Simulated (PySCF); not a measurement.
Gas-phase reaction: vinylsilane + C₄H₆ (butadiene) ⇌ H₃SiCCH + C₄H₈ (trans-2-butene)

Method: PySCF energies plus ideal-gas RRHO corrections (1 bar). † marks an energy on the PBE0/def2-TZVP geometry and frequencies; other levels use their own. CCSD(T) freezes the core. 6-31G* has spherical d functions here. All species are closed-shell singlets. CCSD(T) isn't extrapolated to the basis-set limit.

```json
[
 {"level": "BLYP/def2-TZVP†", "ΔH°(298 K), kJ": "31"},
 {"level": "CCSD(T)/def2-SVP†", "ΔH°(298 K), kJ": "[?]"},
 {"level": "HF/6-31G*", "ΔH°(298 K), kJ": "17"},
 {"level": "PBE0/def2-QZVP†", "ΔH°(298 K), kJ": "[?]"},
 {"level": "ωB97M-V/def2-TZVP†", "ΔH°(298 K), kJ": "20"}
]
```

Q: Some entries are withheld; supply them.

A: 
- CCSD(T)/def2-SVP†, ΔH°(298 K), kJ: 21
- PBE0/def2-QZVP†, ΔH°(298 K), kJ: 28
